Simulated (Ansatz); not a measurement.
# CH4: geometry optimisation

The task is a geometry optimisation, for CH4.

All numbers are computed with Ansatz 0.2.0 through its Python package. Level of theory: Hartree-Fock/cc-pVDZ.

### Step 1. The structure

Bond lengths: C1–H2 1.092 Å, C1–H3 1.092 Å, C1–H4 1.092 Å, C1–H5 1.092 Å. Angles: H2–C1–H3 109.5°, H2–C1–H4 109.5°, H2–C1–H5 109.5°, H3–C1–H4 109.5°, H3–C1–H5 109.5°, H4–C1–H5 109.5°.

No structure file is read: the coordinates are typed or built in the script.

### Step 2. The code

Input file opt_ch4.py:

```python
# -*- coding: utf-8 -*-
"""Minimum-energy structure of CH4."""

import itertools

import ansatz as az
from ase.data import atomic_numbers, covalent_radii
import numpy as np
from rdkit import Chem
from rdkit.Chem import AllChem

# start geometry from RDKit
rd = Chem.AddHs(Chem.MolFromSmiles("C"))
AllChem.EmbedMolecule(rd, randomSeed=268)
AllChem.UFFOptimizeMolecule(rd)
geometry = az.Crystal.molecule()
for atom, xyz in zip(rd.GetAtoms(), rd.GetConformer().GetPositions()):
    geometry = geometry.atom(atom.GetSymbol(), xyz.round(5).tolist())

model = (
    geometry.calculation()
    .basis(gaussian="cc-pVDZ")
    .functional("hf")
)
symbols = [site.symbol for site in geometry.cartesian_sites]
start = np.array([site.position_ang for site in geometry.cartesian_sites], dtype=float)
rep = model.relax(force_tolerance=0.02).run(threads=1, pin="off").report
end = np.array(rep["positions_ang"])

print(f"E = {rep['free_energy_ev']:.6f} eV = {rep['free_energy_ev'] / 27.211386246:.7f} Ha")
print("converged:", rep["converged"], " doubts:", rep["published_state_doubts"] or "none")

# pairs closer than 1.2 times the sum of covalent radii, before or after
radius = [covalent_radii[atomic_numbers[s]] for s in symbols]
span = lambda where, i, j: np.linalg.norm(where[i] - where[j])
bonded = [(i, j) for i, j in itertools.combinations(range(len(symbols)), 2) if min(span(start, i, j), span(end, i, j)) < 1.2 * (radius[i] + radius[j])]
print("pair        before    after (A)")
for i, j in bonded:
    print(f"{symbols[i]}{i}-{symbols[j]}{j}".ljust(10), f"{span(start, i, j):8.4f} {span(end, i, j):8.4f}")
for first, second in list(itertools.combinations(bonded, 2)):
    shared = set(first) & set(second)
    if shared and symbols[(j := shared.pop())] != "H":
        i, k = sorted((set(first) | set(second)) - {j})
        u, v = end[i] - end[j], end[k] - end[j]
        angle = np.degrees(np.arccos(np.clip(u @ v / np.linalg.norm(u) / np.linalg.norm(v), -1, 1)))
        print(f"final angle {symbols[i]}{i}-{symbols[j]}{j}-{symbols[k]}{k}: {angle:.2f} deg")
```

### Step 3. The calls as engine input

The package turns the script's settings into the engine's input:

```yaml
crystal:
  periodic: [false, false, false]
  atoms:
    - { symbol: C, position_ang: [0.0, -0.0, -0.0] }
    - { symbol: H, position_ang: [-0.71903, 0.81547, 0.22086] }
    - { symbol: H, position_ang: [-0.5138, -0.8021, -0.56869] }
    - { symbol: H, position_ang: [0.39269, -0.41447, 0.9512] }
    - { symbol: H, position_ang: [0.84013, 0.4011, -0.60337] }
basis:
  gaussian:
    orbitals: cc-pVDZ
hamiltonian:
  xc: hf
relax:
  f_tol: 0.02
```

### Step 4. The run

Run with:

```bash
> python opt_ch4.py
```

**Question.** What results will this script give? Wanted: total energy; dipole moment; moves of the relaxation; energy gained; last largest force component.

As calculated:

| quantity | value |
| --- | --- |
| total energy | -1093.8627 eV |
| dipole moment | 0.00 D |
| moves of the relaxation | 2 |
| energy gained | 0.025 eV |
| last largest force component | 0.0033 eV/Å |

**Reading.** The relaxation took 2 moves; the largest shift is 0.019 Å. The end point is the stationary point reached from this start; no frequency run checks that it is a minimum, and the basis set is modest.
